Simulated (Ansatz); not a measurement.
# TO(Γ) frequency of some III–V compounds, all zinc-blende

Method: LDA in Ansatz (PAW). References are measured values at room or unstated temperature, uncorrected unless marked, so that the deviations hold thermal and zero-point effects besides the level's error.

Values in cm⁻¹.

```csv
solid,reference,LDA,deviation (%)
zinc-blende AlAs,361,358,-0.8
zinc-blende GaP,366,365,-0.3
cubic BN,1055,1068,+1.2
zinc-blende BP,794,821,+3.4
zinc-blende InP,307,304,-1.0
zinc-blende GaAs,271,269,-0.7
```

Over these 6 solids the mean deviation is +0.3 %, the mean absolute deviation 1.2 % (median 0.9 %), and the worst case zinc-blende BP at +3.4 %; the value is too low in 4 of 6 cases.

Spin–orbit coupling is left out, also for the solids with elements from indium on (zinc-blende InP); its size isn't shown.

Differences are worked out from the printed values.

Each level is taken at its own relaxed cell. Ansatz's density-functional and Hartree–Fock values are scalar-relativistic unless marked +SOC, with PAW data made under PBE.

Not in this set, of the III–V compounds with a reference value in our tables and a result at some level: 3 for a doubt noted on the run at LDA. These can be a level's best or worst cases. At least 1 more with a reference value is held back for tests. Solids without a released value at any level aren't counted. Layered and molecular crystals are counted apart.

References as tabulated in Han and Bester (2011), arXiv:1107.0196; Giannozzi et al., Phys. Rev. B (1991); Ioffe Institute, NSM Archive: BN, mechanic properties page; Solozhenko et al. (2014), arXiv:1505.05714 and others.

Ansatz is a first-principles code.
